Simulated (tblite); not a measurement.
C4H6NO (doublet state).
Bonds: O1–C2 (double), C2–C3, C3–C4, C4–C5, C5–N6, C2–N6. Hydrogens: H7, H8 on C3; H9, H10 on C4; H11, H12 on C5.

A start from a force field or distance geometry was refined with GFN2-xTB geometry optimisation, gas phase in tblite 0.8.0. Values at the start:

```tsv
coordinate	start
O1=C2	1.256 Å
C2–C3	1.499 Å
C2–N6	1.439 Å
C3–C4	1.521 Å
C3–H7	1.108 Å
C4–C5	1.526 Å
C4–H9	1.106 Å
C5–N6	1.474 Å
C5–H11	1.114 Å
O1–C2–C3	127.7°
O1–C2–N6	126.0°
C2–C3–C4	99.2°
C2–N6–C5	108.5°
C3–C2–N6	106.3°
C3–C4–C5	99.6°
C4–C5–N6	98.9°
O1–C2–C3–C4	150°
C2–C3–C4–C5	49°
C3–C4–C5–N6	-49°
C4–C5–N6–C2	30°
```

**Question.** How do these coordinates change at the GFN2-xTB level?

**Answer.** 
```json
{"coordinate": "C2–N6", "GFN2-xTB (Å or °)": "1.277", "change": "-0.162"}
{"coordinate": "C2–C3", "GFN2-xTB (Å or °)": "1.604", "change": "+0.105"}
{"coordinate": "O1=C2", "GFN2-xTB (Å or °)": "1.210", "change": "-0.046"}
{"coordinate": "C5–N6", "GFN2-xTB (Å or °)": "1.434", "change": "-0.040"}
{"coordinate": "C5–H11", "GFN2-xTB (Å or °)": "1.092", "change": "-0.022"}
{"coordinate": "C3–H7", "GFN2-xTB (Å or °)": "1.089", "change": "-0.019"}
{"coordinate": "C4–H9", "GFN2-xTB (Å or °)": "1.090", "change": "-0.016"}
{"coordinate": "C4–C5", "GFN2-xTB (Å or °)": "1.537", "change": "+0.011"}
{"coordinate": "C3–C4", "GFN2-xTB (Å or °)": "1.525", "change": "+0.004"}
{"coordinate": "O1–C2–N6", "GFN2-xTB (Å or °)": "135.9", "change": "+9.9"}
{"coordinate": "O1–C2–C3", "GFN2-xTB (Å or °)": "118.7", "change": "-9.0"}
{"coordinate": "C2–N6–C5", "GFN2-xTB (Å or °)": "117.2", "change": "+8.7"}
{"coordinate": "C4–C5–N6", "GFN2-xTB (Å or °)": "104.2", "change": "+5.3"}
{"coordinate": "C2–C3–C4", "GFN2-xTB (Å or °)": "102.8", "change": "+3.6"}
{"coordinate": "C3–C4–C5", "GFN2-xTB (Å or °)": "101.9", "change": "+2.3"}
{"coordinate": "C3–C2–N6", "GFN2-xTB (Å or °)": "105.4", "change": "-0.9"}
{"coordinate": "C3–C4–C5–N6", "GFN2-xTB (Å or °)": "-27", "change": "+22"}
{"coordinate": "C2–C3–C4–C5", "GFN2-xTB (Å or °)": "28", "change": "-21"}
{"coordinate": "C4–C5–N6–C2", "GFN2-xTB (Å or °)": "16", "change": "-14"}
{"coordinate": "O1–C2–C3–C4", "GFN2-xTB (Å or °)": "161", "change": "+11"}
```

The energy falls by 72.7 kJ/mol over 44 L-BFGS steps, the largest force on an atom goes from 3.62 to 0.009 eV/Å, and the atoms move by 0.263 Å rms after alignment. The bond that changes most is C2–N6 (ends: carbon bonded to C, N and O; nitrogen bonded to 2 C), which shortens by 0.162 Å. Bonds longer at the end by more than 0.005 Å: 2 of 12; shorter: 8. Among the dihedrals that turn most is H8–C3–C4–H9, from 56° to 29°. Rotational constants go from 7544, 3468, 2610 to 7715, 3511, 2571 MHz.

Time: 0.17 s wall. Hardware: one thread, Arm Neoverse V1 (aarch64), on a shared host.

Its GFN2-xTB frequencies are all real (lowest 138 cm⁻¹).

One conformer stands for the species.

These are computed values.
